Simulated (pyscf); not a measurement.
A first-order saddle from PySCF, ωB97X-D3(BJ)/def2-SVP:

```xyz
12

C      0.1899     1.2016    -0.9494
C      0.1063    -0.3289    -0.9257
Zn    -0.6864    -1.0055     0.7274
H     -0.8050     1.6671    -0.8530
H      0.7995     1.5913    -0.1171
H      0.6380     1.5793    -1.8855
H      1.1090    -0.7752    -1.0470
H     -0.4880    -0.6986    -1.7798
H     -1.1817    -2.2819     1.7506
Se    -1.5823     0.3210     2.7995
H     -1.4494    -1.3680     2.3841
H     -0.2277     0.3006     3.3658
```

Surface: singlet, charge 0. Lowest wavenumbers (cm⁻¹): 1154i, 16, 60, 141, 198.

### Question
Name the species on either side of this saddle.

### Answer
`[CH3][CH2][ZnH]` + `[SeH2]` ⇌ `[CH3][CH2][Zn][SeH]` + `[H][H]`, a four-centre exchange read from left to right: H–Zn, H–Se broken and Se–Zn, H–H formed. At ωB97M-D3(BJ)/def2-TZVP it lies +13.9 kcal/mol from the left side and +36.2 kcal/mol from the right (each side as separated species at their lowest minima found). On the reactant side the descent ends in an adduct with a Se–Zn contact, 7.2 kcal/mol under the separated species and 17.3 kcal/mol under the saddle at ωB97X-D3(BJ)/def2-TZVP. What is counted as formed (Se–Zn) is already present as a longer contact in the reactant adduct; forming that adduct is a step of its own. At ωB97X-D3(BJ)/def2-TZVP the barrier from the zero used here is 10.1 kcal/mol. This is the saddle that the search found; another between the same sides may lie lower. Elements up to Kr have no core potential and no relativistic terms here.
